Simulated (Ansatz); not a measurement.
# AlBH₃+ (triplet): wave-function methods side by side, cc-pVDZ

Aim: climb from Hartree-Fock through coupled cluster for AlBH₃+ (triplet) at one geometry and basis, and see what each rung misses.

Program: Ansatz 0.2.0, Gaussian basis. Level of theory: cc-pVDZ, core rule «outside noble gas», up to 6 orbitals frozen. These are calculated values, not measurements.

Plan: UHF; CCSD(T) on ROHF; CCSD(T) on UHF; BCCD(T) on ROHF; CISD; CCSDT(Q) on ROHF; CCSDT(Q) on UHF.

28 further runs of the same task are left out: 6 for a known fault of the program, 7 that didn't finish, 15 set aside as unsound or not needed.

### 1 The geometry

The geometry is a PBE0/def2-TZVP stationary point (not a proven minimum) of the parent state, kept for this charge and spin.

5 atoms, charge 1, spin multiplicity 3.

Atoms are counted from 1 here; the program's logs count them from 0.

Bond lengths: B1–Al2 1.995 Å, B1–H3 1.197 Å, B1–H4 1.197 Å, Al2–H5 1.587 Å. Angles: Al2–B1–H3 119.3°, Al2–B1–H4 119.3°, H3–B1–H4 121.4°, B1–Al2–H5 180.0°.

### 2 UHF

File in.yaml:

```yaml
crystal:
  periodic: [false, false, false]
  atoms:
    - {symbol: B, position_ang: [0.000000, 0.000000, 1.378062]}
    - {symbol: Al, position_ang: [0.000000, 0.000000, -0.616560]}
    - {symbol: H, position_ang: [0.000000, 1.043975, 1.963476]}
    - {symbol: H, position_ang: [0.000000, -1.043975, 1.963476]}
    - {symbol: H, position_ang: [0.000000, 0.000000, -2.203146]}
basis:
  gaussian: {orbitals: cc-pVDZ}
total_charge: 1
magnetization: {spin_polarized: true, initial_magnetization: 2}
hamiltonian: {xc: hf}
output: {orbitals: {seedname: orbitals}}
```

The run is started by

```sh
$ ansatz run in.yaml --threads 1 --pin off --events-out ev --progress --plain --max-ram 2393MiB
```

The runs that follow: CCSD(T) on ROHF; CCSD(T) on UHF; BCCD(T) on ROHF; CISD; CCSDT(Q) on ROHF; CCSDT(Q) on UHF.

Before running them: what should the planned runs give, taken together? Wanted: UCCSDT(Q) below the RHF energy; RMP2 from UCCSDT(Q); UMP2 from UCCSDT(Q); RCCSD from UCCSDT(Q); RCCSD(T) from UCCSDT(Q); UCCSD(T) from UCCSDT(Q); RCCSDT(Q) from UCCSDT(Q); T1 diagnostic.

**Answer**, as computed:

| quantity | value |
| --- | --- |
| UCCSDT(Q) below the RHF energy | -4.2443 eV |
| RMP2 from UCCSDT(Q) | +25.25 kcal/mol |
| UMP2 from UCCSDT(Q) | +24.84 kcal/mol |
| RCCSD from UCCSDT(Q) | +3.37 kcal/mol |
| RCCSD(T) from UCCSDT(Q) | +0.94 kcal/mol |
| UCCSD(T) from UCCSDT(Q) | +0.91 kcal/mol |
| RCCSDT(Q) from UCCSDT(Q) | +0.02 kcal/mol |
| levels within 1 kcal/mol (43 meV) | RCCSD(T), UCCSD(T), BCCD(T), RCCSDT, UCCSDT, RCCSDT(Q) |
| T1 diagnostic | 0.033 |

In words: RCCSD(T) misses by +0.94 kcal/mol, 1.0 % of the correlation energy. These misses are within one basis, not against nature; the frozen cores of restricted and unrestricted runs differ, which can shift their rows.
